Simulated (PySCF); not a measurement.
# [BNH4]− (SMILES [BH2-]N) at 4 levels

Aim: a comparison of 4 runs (UPBE/STO-3G, USVWN5/STO-3G, UMP2/STO-3G, UCISD/STO-3G) of [BNH4]−. Input form: a Python script.

The results are computed with PySCF 2.14.0.

7 further runs of the same task are left out: 7 set aside as unsound or not needed.

## (1) Starting point

[BNH4]−: 6 atoms, total charge -1, spin state doublet. As SMILES, `[BH2-]N`. The B1–H4 distance was set to 2.249 Å, away from the relaxed value. At this shape a bond of the SMILES string is far longer than usual.

Bond lengths: B1–N2 1.573 Å, B1–H3 1.274 Å, N2–H5 1.029 Å, N2–H6 1.021 Å. Angles: B1–N2–H5 111.6°, B1–N2–H6 108.4°, N2–B1–H3 113.0°, H5–N2–H6 104.9°.

## (2) The energy at UPBE/STO-3G (run 1)

Contents of calc.py:

```python
from pyscf import gto, dft

mol = gto.M(
    atom='''
B   -0.090381  -0.326301   1.058526
N    0.143709   1.226949   0.975816
H    0.939059  -0.965001   1.451196
H   -0.807710  -1.131940  -0.915350
H    0.615039   1.492079   0.100916
H    0.794379   1.494559   1.715366
''',
    spin=1,
    verbose=3,
    charge=-1,
    max_memory=1860,
    basis='sto-3g',
)

mf = dft.UKS(mol, xc='pbe')
mf.grids.level = 5
mf.conv_tol = 1e-10
mf.kernel()
if not mf.converged:
    mf = mf.newton().run(mf.mo_coeff, mf.mo_occ)

energy = mf.e_tot
print(f'total energy: {energy:.8f} hartree')
```

Command:

```
OMP_NUM_THREADS=1 python calc.py
```

The log of the run:

```text
WARN: HOMO -0.0637882105371015 >= LUMO -0.0637882105371019

converged SCF energy = -80.4894805537135  <S^2> = 0.75847157  2S+1 = 2.0084537
total energy: -80.48948055 hartree
```

Wall time 4.5 s (1 thread of Arm Neoverse V1, shared host); peak memory 0.18 GiB.

## (3) The energy at USVWN5/STO-3G (run 2)

Contents of run.py:

```python
from pyscf import gto, dft

mol = gto.M(
    atom='''
B     -0.090381    -0.326301     1.058526
N      0.143709     1.226949     0.975816
H      0.939059    -0.965001     1.451196
H     -0.807710    -1.131940    -0.915350
H      0.615039     1.492079     0.100916
H      0.794379     1.494559     1.715366
''',
    charge=-1,
    basis='sto-3g',
    spin=1,
    max_memory=1860,
    verbose=3,
)

mf = dft.UKS(mol, xc='svwn')
mf.conv_tol = 1e-10
mf.grids.level = 5
mf.kernel()
if not mf.converged:
    mf = mf.newton().run(mf.mo_coeff, mf.mo_occ)

etot = mf.e_tot
print(f'total energy: {etot:.8f} hartree')
```

Command:

```
OMP_NUM_THREADS=1 python run.py
```

The log of the run:

```text
converged SCF energy = -79.8043345085208  <S^2> = 0.76146223  2S+1 = 2.0114296
total energy: -79.80433451 hartree
```

It took 2.7 s on 1 thread of Arm Neoverse V1, shared host; peak memory 0.14 GiB.

Run 3 isn't shown in full; the table further down has it.

## (4) A single-point energy at UCISD/STO-3G (run 4)

Contents of run.py:

```python
from pyscf import gto, scf, ci

system = gto.M(
    atom=[
    ('B', (-0.090381, -0.326301, 1.058526)),
    ('N', (0.143709, 1.226949, 0.975816)),
    ('H', (0.939059, -0.965001, 1.451196)),
    ('H', (-0.807710, -1.131940, -0.915350)),
    ('H', (0.615039, 1.492079, 0.100916)),
    ('H', (0.794379, 1.494559, 1.715366)),
],
    spin=1,
    basis='sto-3g',
    max_memory=1860,
    verbose=3,
    charge=-1,
)

hf = scf.UHF(system)
hf.conv_tol = 1e-10
hf.kernel()
if not hf.converged:
    hf = hf.newton().run(hf.mo_coeff, hf.mo_occ)

cisd = ci.CISD(hf, frozen=2)
cisd.kernel()
e_tot = cisd.e_tot
print('E = %.10f Eh' % e_tot)
```

Command:

```
OMP_NUM_THREADS=1 python run.py
```

The log of the run:

```text
converged SCF energy = -80.0371925248218  <S^2> = 1.0806528  2S+1 = 2.3070785
E(UCISD) = -80.14703892797833  E_corr = -0.1098464031564815
E = -80.1470389280 Eh
```

It took 0.8 s on 1 thread of Arm Neoverse V1, shared host; peak memory 0.1 GiB.

## (5) All runs side by side

```
run          level  integration grid  frozen core orbitals  energy (Eh)  HOMO energy (eV)  LUMO energy (eV)   ⟨S²⟩  wall time
  1    UPBE/STO-3G                 5                     –   -80.489481              7.88             10.37  0.758      4.5 s
  2  USVWN5/STO-3G                 5                     –   -79.804335              8.33             10.45  0.761      2.7 s
  3    UMP2/STO-3G                 –                     2   -80.110753              3.40             16.15  1.081     0.83 s
  4   UCISD/STO-3G                 –                     2   -80.147039              3.40             16.15  1.081      0.8 s
```

## (6) Outcome

```
                                                         quantity         value
                                              run 4: total energy  -80.14704 Eh
run 4: HOMO energy (Hartree–Fock orbitals) (highest over α and β)       3.40 eV
 run 4: LUMO energy (Hartree–Fock orbitals) (lowest over α and β)      16.15 eV
               run 4: correlation energy (2 core orbitals frozen)    -109.8 mEh
                         run 4: ⟨S²⟩ of the reference determinant         1.081
```

Totals of different functionals can't be ranked against each other. In runs 1, 2, 3, 4 the HOMO lies above zero, so the outermost electron may be held by the basis alone. In runs 1, 2, 3, 4 the basis is minimal, so the values are rough. Spin contamination of the reference: run 3 ⟨S²⟩ = 1.08, run 4 ⟨S²⟩ = 1.08. All runs together took 8.8 s, the longest 4.5 s.
